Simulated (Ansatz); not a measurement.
# One shape, several levels: BClO (boron chloride oxide)

Wanted: a comparison of 6 runs (HF/STO-3G, B3LYP/STO-3G, PBE0/STO-3G, r2SCAN0/STO-3G, wB97X/STO-3G, CCSD/STO-3G) of BClO (boron chloride oxide). 

The results are computed with Ansatz 0.2.0.

61 further runs of the same task are left out: 15 that didn't finish, 46 set aside as unsound or not needed.

## Step 1: Starting point

BClO: 3 atoms, total charge 0, spin state singlet. SMILES: `O=BCl`. The B2–O1 distance was set to 1.790 Å, away from the relaxed value.

Bond lengths: O1–B2 1.790 Å, B2–Cl3 1.639 Å. Angles: O1–B2–Cl3 179.9°.

## Step 2: A single-point energy at HF/STO-3G (run 1)

job.yaml reads:

```yaml
crystal:
  periodic: [false, false, false]
  atoms:
    - {symbol: O, position_ang: [1.472822, 0.876003, 0.905763]}
    - {symbol: B, position_ang: [0.113080, 0.066620, 0.069470]}
    - {symbol: Cl, position_ang: [-1.132640, -0.672810, -0.696460]}
basis:
  gaussian: {orbitals: STO-3G}
total_charge: 0
hamiltonian: {xc: hf}
accuracy: high
```

Command:

```sh
$ ansatz run job.yaml --threads 1 --pin off --max-ram 2610MiB --events-out events.jsonl --progress --plain --runs-dir runs
```

What it wrote:

```text
Warning: RAYON_NUM_THREADS=1 ignored (pool sized by the plan → 1); use --threads N
Functional definition: HF
  name "HF"
  exchange = exact_x
  correlation = 0
319 factors; integrals over basis functions are off by at most 3.2e-8 eV
mean field evaluation 1: about -15026.0743 eV, gradient 4.8e1 eV
mean field evaluation 2: about -15026.0872 eV, gradient 4.8e1 eV
mean field evaluation 4: about -15036.3349 eV, gradient 7.7e0 eV
mean field evaluation 8: about -15036.9421 eV, gradient 3.4e-1 eV
mean field evaluation 16: about -15036.9316 eV, gradient 3.3e-8 eV
mean field -15036.93161831 eV, -552.5970445747 hartree, gradient 3.3e-8 eV, S^2 0.000000; 0 other end points of the search recorded, 0 dependent functions left out
reference -15036.93161831 eV, -552.5970445747 hartree; 15, 15 occupied and 4, 4 virtual orbitals, 319 factors
Total energy: -15036.93161831 eV, -552.5970445747 hartree
```

Wall time 0.1 s (1 thread of Arm Neoverse V1, shared host).

## Step 3: The energy at B3LYP/STO-3G (run 2)

molecule.yaml reads:

```yaml
crystal:
  periodic: [false, false, false]
  atoms:
    - {symbol: O, position_ang: [1.472822, 0.876003, 0.905763]}
    - {symbol: B, position_ang: [0.113080, 0.066620, 0.069470]}
    - {symbol: Cl, position_ang: [-1.132640, -0.672810, -0.696460]}
basis:
  gaussian:
    orbitals: STO-3G
total_charge: 0
hamiltonian:
  xc: {name: B3LYP}
accuracy: high
```

Command:

```sh
$ ansatz run molecule.yaml --threads 1 --pin off --max-ram 2610MiB --events-out events.jsonl --progress --plain --runs-dir runs
```

What it wrote:

```text
Warning: RAYON_NUM_THREADS=1 ignored (pool sized by the plan → 1); use --threads N
Functional definition: B3LYP
  name "B3LYP"
  parameter a0 = 0.2
  parameter ax = 0.72
  parameter ac = 0.81
  exchange = (1 - a0 - ax)*slater_x + ax*b88_x + a0*exact_x
  correlation = (1 - ac)*vwn_rpa_c + ac*lyp_c
319 factors; integrals over basis functions are off by at most 3.2e-8 eV
mean field evaluation 1: about -15059.3269 eV, gradient 4.6e1 eV
mean field evaluation 2: about -14900.5050 eV, gradient 1.4e2 eV
mean field evaluation 4: about -15059.4747 eV, gradient 4.5e1 eV
mean field evaluation 8: about -15059.4754 eV, gradient 4.5e1 eV
mean field evaluation 16: about -15068.3200 eV, gradient 9.7e-7 eV
mean field -15068.31995053 eV, -553.7505445078 hartree, gradient 1.3e-8 eV, S^2 0.000000; 0 other end points of the search recorded, 0 dependent functions left out
reference -15068.31997309 eV, -553.7505453371 hartree; 15, 15 occupied and 4, 4 virtual orbitals, 319 factors
Total energy: -15068.31997309 eV, -553.7505453371 hartree
```

Run time: 0.99 s. Hardware: 1 thread of Arm Neoverse V1, shared host.

Runs 3 to 5 aren't shown in full; the table further down has their settings and results.

## Step 4: A single-point energy at CCSD/STO-3G (run 6)

molecule.yaml reads:

```yaml
crystal:
  periodic: [false, false, false]
  atoms:
    - symbol: O
      position_ang: [1.472822, 0.876003, 0.905763]
    - symbol: B
      position_ang: [0.113080, 0.066620, 0.069470]
    - symbol: Cl
      position_ang: [-1.132640, -0.672810, -0.696460]
basis:
  gaussian:
    orbitals: STO-3G
correlation:
  method: ccsd
  frozen_orbitals: {B: 1, Cl: 5, O: 1}
accuracy: high
scf:
  omitted_lower_state_checks: [cluster_reference, increment]
```

Command:

```sh
$ ansatz run molecule.yaml --threads 1 --pin off --max-ram 2610MiB --events-out events.jsonl --progress --plain --runs-dir runs
```

What it wrote, shortened:

```text
Warning: RAYON_NUM_THREADS=1 ignored (pool sized by the plan → 1); use --threads N
Functional definition: HF
  name "HF"
[...]
319 factors; integrals over basis functions are off by at most 3.2e-8 eV
[...]
mean field -15036.93161831 eV, -552.5970445747 hartree, gradient 3.3e-8 eV, S^2 0.000000; 1 other end points of the search recorded, 0 dependent functions left out; unrestricted orbitals would lower it
7 core orbitals not correlated: weight in the atoms' cores, before any rotation towards them, 1.000 or more for the frozen orbitals, at most 0.000 for the correlated occupied ones
reference -15036.93161831 eV, -552.5970445747 hartree; 8, 8 occupied and 4, 4 virtual orbitals, 319 factors
second order -2.93422575 eV of doubles, -0.00000000 eV of singles
cycle   1  -2.96234980 eV  change   -2.8e-2 eV  update   2.4e-1
[...]
cycle  28  -4.65762138 eV  change  -7.5e-10 eV  update   1.6e-9
Total energy: -15041.58923969 eV, -552.7682090033 hartree
Checks for a lower state left out: cluster_reference, increment
```

Wall time 0.2 s (1 thread of Arm Neoverse V1, shared host).

## Step 5: Overview of the runs

```
run           level  frozen core orbitals  energy (Eh)  wall time
  1       HF/STO-3G                     –  -552.597045      0.1 s
  2    B3LYP/STO-3G                     –  -553.750545     0.99 s
  3     PBE0/STO-3G                     –  -553.514372     0.97 s
  4  r2SCAN0/STO-3G                     –  -553.695997      2.3 s
  5    wB97X/STO-3G                     –  -553.729943      3.6 s
  6     CCSD/STO-3G                     7  -552.768209      0.2 s
```

## Step 6: Results

```
                                          quantity          value
                               run 6: total energy  -552.76821 Eh
run 6: correlation energy (7 core orbitals frozen)     -171.2 mEh
                              run 6: T1 diagnostic          0.114
```

What this shows: Totals of different functionals can't be ranked against each other. In run 6 the T1 diagnostic is large, so a single reference may not serve. In run 6 the log says that unrestricted orbitals would lower the reference, so the values rest on an unstable closed-shell determinant (other closed-shell runs at this shape may share the fault). In runs 1, 2, 3, 4, 5, 6 the basis is minimal, so the values are rough. All runs together took 8.2 s, the longest 3.6 s.
